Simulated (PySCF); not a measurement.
Below is a simulated gas-phase C 1s photoelectron spectrum of `C#C/C=C/C#N` (t-cyanovinylacetylene).

Every computed line was given a Gaussian of 0.6 eV full width at half maximum and an area set by the number of equivalent atoms; the highest printed point is 100. Computed with delta-SCF UKS SCAN, pcX-2 on the ionised atom, pcseg-1 elsewhere, spin-free X2C in PySCF 2.14.0.

(binding energy (eV), intensity): (289.9, 0), (290.0, 0), (290.1, 1), (290.2, 3), (290.3, 6), (290.4, 12), (290.5, 20), (290.6, 28), (290.7, 35), (290.8, 39), (290.9, 38), (291.0, 36), (291.1, 36), (291.2, 37), (291.3, 41), (291.4, 44), (291.5, 46), (291.6, 50), (291.7, 58), (291.8, 70), (291.9, 85), (292.0, 97), (292.1, 100), (292.2, 92), (292.3, 74), (292.4, 52), (292.5, 32), (292.6, 17), (292.7, 8), (292.8, 3), (292.9, 1), (293.0, 0)

**Question.** How many maxima does the curve show, and how many computed lines lie under it?

**Answer.** The curve has 2 maxima (at 290.8 and 292.1 eV). Under it lie 5 lines from 5 inequivalent carbon sites. At this width some lines have no maximum of their own.

**Question.** Decompose the envelope and assign each component. Numbering: `[CH:1]#[C:2]/[CH:3]=[CH:4]/[C:5]#[N:6]`.

**Answer.** 
| position (eV) | relative area | line | atoms | environment |
| --- | --- | --- | --- | --- |
| 290.78 | 1 | C 1s | C1 | terminal alkyne carbon |
| 291.40 | 1 | C 1s | C2 | alkyne carbon |
| 291.92 | 1 | C 1s | C4 | alkene CH carbon |
| 292.13 | 1 | C 1s | C3 | alkene CH carbon |
| 292.18 | 1 | C 1s | C5 | nitrile carbon |

**Question.** What are the centre and the root-mean-square width of the whole band?

**Answer.** The area-weighted mean of the lines is 291.68 eV. Their own spread about it is 0.53 eV (rms) and each Gaussian has σ = 0.6/2.355 = 0.25 eV; the variances add, which gives 0.59 eV.

Lowest listed C 1s: C1, bonded to C (triple bond) and H. Highest, 1.40 eV above it: C5, bonded to N (triple bond) and C. The widest gap between neighbouring values is 0.62 eV, between 290.78 and 291.40 eV. Summing the Pauling electronegativity differences to the bonded atoms, each weighted by its formal bond order, gives -0.35 for the lowest site and +1.47 for the highest; no listed site has a larger sum than the highest.

Shake-up satellites, vibrational structure and lifetime widths aren't simulated. The unrestricted hole states depart most from a pure doublet (⟨S²⟩ = 0.75; over 0.85 named) for C 1s of C1 (0.87), C 1s of C2 (0.93) and C 1s of C3 (0.93), which makes these values less certain. Isolated species at its GFN2-xTB geometry, gas phase.
